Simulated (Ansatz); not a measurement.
Diamond-structure Si was calculated with LDA (plane waves, PAW; Ansatz, a first-principles code).

Numerical settings: plane-wave cutoff 500 eV, 10×10×10 k mesh, gaussian smearing 0.02 eV, scalar-relativistic PAW data made under PBE.

Cell (relaxed at this level):

Si is modelled in the cubic space group Fd-3m, origin choice 1 (No. 227), the diamond structure, Pearson symbol cF8. Cell: a = 5.402 Å, b = 5.402 Å, c = 5.402 Å, α = 90.00°, β = 90.00°, γ = 90.00°. Si on 8b sees 4 Si at 2.339 Å (tetrahedral). (Neighbours: up to the widest gap in distance over summed covalent radii, below 1.35, at either atom.)
(The calculation used a cell of 2 atoms; values per cell refer to that cell.)

Task: Give the computed band gap.

Result: 
- band gap = 0.45 eV (on the SCF k mesh)

Measured, for comparison: band gap 1.23 eV (zero-point renormalisation of 0.06 eV added back here (the table's ZPR column); inputs from Chen et al. (2018), doi:10.1103/physrevmaterials.2.073803). Computed (rounded) less measured: band gap -0.78 eV.

Computed values are for the static lattice.
